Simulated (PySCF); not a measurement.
## Worked example: the barrier

An elementary step of SiPH7, singlet (SiH₄ + PH₃ → SiPH₅ ([SiH3][PH2]) + H₂; bonds formed: Si1–P7, H2–H6; bonds broken: Si1–H2, H6–P7). “Start” is the structure reached by relaxing down from the saddle towards the reactants; PBE0-D4/def2-TZVP structures. The saddle:

| atom | x (Å) | y (Å) | z (Å) |
| --- | --- | --- | --- |
| Si1 | -0.8678 | 0.6142 | -0.3095 |
| H2 | -0.5424 | -1.1556 | -0.5226 |
| H3 | -1.2850 | 0.6742 | -1.7434 |
| H4 | -1.9873 | 0.3152 | 0.6194 |
| H5 | -0.4683 | 2.0382 | -0.0553 |
| H6 | 0.1884 | -1.6146 | 0.3112 |
| P7 | 1.0326 | -0.3830 | 0.7182 |
| H8 | 2.2001 | 0.0337 | 1.4824 |
| H9 | 1.7298 | -0.5224 | -0.5003 |

Computed with PySCF 2.14 with density fitting (its default auxiliary sets; JK sets also for MP2 and CCSD(T)) (basis: def2-TZVPP and def2-QZVPP); correlated methods freeze the cores.

Energies in eV:

| quantity | saddle | start |
| --- | --- | --- |
| Hartree–Fock, triple zeta (X = 3) | -17241.25554 | -17244.96350 |
| Hartree–Fock, quadruple zeta (X = 4) | -17241.79175 | -17245.49472 |
| MP2 correlation, X = 3 | -9.50577 | -8.55800 |
| MP2 correlation, X = 4 | -10.07042 | -9.07148 |
| CCSD(T) correlation, X = 3 | -11.39537 | -10.50161 |

Problem. Work out the barrier at the basis limit: extrapolate Hartree–Fock as E(X) = E∞ + A exp(−7.88 √X) and the MP2 correlation as E(X) = E∞ + B X^−2.97 (the exponents that Neese and Valeev fitted for def2-TZVPP and QZVPP), then add CCSD(T) − MP2 in triple zeta.

Solution. Each step is linear, so take the differences first (saddle − start): Hartree–Fock 3.70796 (X = 3) and 3.70297 (X = 4); MP2 correlation -0.94777 and -0.99894; CCSD(T) correlation -0.89376.
Two points give E∞ = E(4) + w [E(4) − E(3)], with w = 1/(exp(7.88 (2 − √3)) − 1) = 0.1377 for Hartree–Fock and w = 1/((4/3)^2.97 − 1) = 0.7407 for the correlation.
Hartree–Fock: 3.70297 + 0.1377 × (-0.00499) = 3.7023 eV.
MP2 correlation: -0.99894 + 0.7407 × (-0.05117) = -1.0368 eV.
CCSD(T) − MP2: -0.89376 − (-0.94777) = 0.0540 eV.
Sum: 3.7023 + (-1.0368) + 0.0540 = 2.7195 eV, or 62.71 kcal/mol. Plain CCSD(T) in triple zeta gives 2.8142 eV, so the larger basis shifts the result by -0.0947 eV.

No T1 diagnostic of these runs exceeds 0.015.

Labels in which every atom is bracketed show which atoms are joined, not bond orders.

For scale, one of the runs: CCSD(T)/def2-TZVPP, 182 basis functions, launched by `OMP_NUM_THREADS=4 python run.py`. The run took 100 s on 4 CPU threads of a Oxide Virtual Turin-like (shared host), with 1.4 GiB of host memory at its peak.
